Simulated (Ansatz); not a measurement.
Chalcopyrite ZnGeP₂, treated with PBE0 in Ansatz (plane waves, PAW).

Settings: plane-wave cutoff 460 eV, 6×6×6 k mesh, Fermi–Dirac smearing 0.01 eV, scalar-relativistic PAW data made under PBE.

Cell (measured lattice):

```xyz
8
Lattice="-2.7300 2.7300 5.3550 2.7300 -2.7300 5.3550 2.7300 2.7300 -5.3550" Properties=species:S:1:pos:R:3 pbc="T T T"
Zn     0.0000     0.0000     0.0000
Zn     0.0000     2.7300     2.6775
Ge     0.0000     0.0000     5.3550
Ge     2.7300     0.0000     2.6775
P      1.3531     1.3650     6.6937
P      1.3650    -1.3531     4.0163
P      1.3769     1.3650     1.3388
P      1.3650     4.0831    -1.3387
```

**Question.** Give the computed band gap and smallest direct gap on the k points sampled.

**Answer.** 
- band gap = 2.50 eV (indirect)
- smallest direct gap on the k points sampled = 2.64 eV

Measured, for comparison: band gap 2.05 eV (temperature not stated, no zero-point or thermal correction, pseudodirect, our sources range from 1.80 to 2.20; as tabulated in Rashkeev et al. (1999), arXiv:cond-mat/9809378).

Note: cell and atoms aren't relaxed at this level (pressure 0.2 GPa).

Spin–orbit coupling is not included.

Static lattice: no zero-point or thermal effects.

Ansatz is a quantum-chemistry and plane-wave program.
